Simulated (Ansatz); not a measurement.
Reaction: C2H8N+ (SMILES CC[NH3+]) → C2H8N+ (SMILES [NH2+](C)C)
Each species at its own B3LYP-D3(BJ)/def2-TZVP minimum (Ansatz, a program for electronic structure).

Property: isomerisation energy (electronic), in kcal/mol. UHF or UKS for unpaired electrons; spin-orbit terms are left out. CBS(X,Y): correlation extrapolated as X^-3, Hartree-Fock from the larger set. A bracket is a step between two methods taken in the basis named. The functionals are non-relativistic, so their misses hold any scalar relativity. 'core' is core correlation in cc-pwCVTZ, 'X2C' scalar relativity in cc-pVTZ-DK, both at CCSD(T).

CCSD(T)/CBS(cc-pVTZ,cc-pVQZ) + [CCSDT(Q) - CCSD(T)]/cc-pVDZ + core + X2C (Ansatz) gives 3.9 kcal/mol.

Q: What does PBE/def2-TZVPD (Ansatz) give here, and how do the other levels compare?

A: PBE gives 4.4 kcal/mol, 0.5 kcal/mol above it. Differences of the others: r2SCAN/def2-TZVPD (Ansatz) 0.5; PBE0/def2-TZVPD (Ansatz) 0.6; wB97M-V/def2-TZVPD (Ansatz) 0.2; CCSD(T)/CBS(cc-pVTZ,cc-pVQZ) + core + X2C (Ansatz) 0.0 kcal/mol. Nearer than PBE: wB97M-V/def2-TZVPD, CCSD(T)/CBS(cc-pVTZ,cc-pVQZ) + core + X2C.
